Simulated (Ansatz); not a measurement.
Process, species as SMILES: C=CF + 3 [H][H] (H2) → 2 C (CH4) + F (HF)
B3LYP-D3(BJ)/def2-TZVP geometries, fixed; electronic energies without zero-point terms.

The energy of full hydrogenation at MP2 with Ansatz (an electronic-structure program), in kcal/mol, split into its Hartree-Fock and correlation parts. Cores are frozen. No added dispersion term, no relativity. Functions are those of the species that has most.

| basis | X | functions | Hartree-Fock | MP2 |
|---|---|---|---|---|
| aug-cc-pVDZ | 2 | 96 | -86.48 | -84.93 |
| aug-cc-pVTZ | 3 | 207 | -83.10 | -82.66 |
| aug-cc-pVQZ | 4 | 378 | -82.92 | -82.25 |

Worked estimate of the basis-set limit from each neighbouring pair, with Hartree-Fock from the larger set and the correlation part extrapolated as X^-3.
Correlation parts: X = 2: 1.55, X = 3: 0.44, X = 4: 0.67.
- (2,3): (27·(0.44) - 8·(1.55))/19 = -0.03; with Hartree-Fock -83.10 the estimate is -83.13 kcal/mol.
- (3,4): (64·(0.67) - 27·(0.44))/37 = 0.84; with Hartree-Fock -82.92 the estimate is -82.08 kcal/mol.
The last two estimates differ by 1.05 kcal/mol; the largest set lies 0.17 from the last. Over the last step Hartree-Fock moves by 0.18 and the correlation part by 0.23.
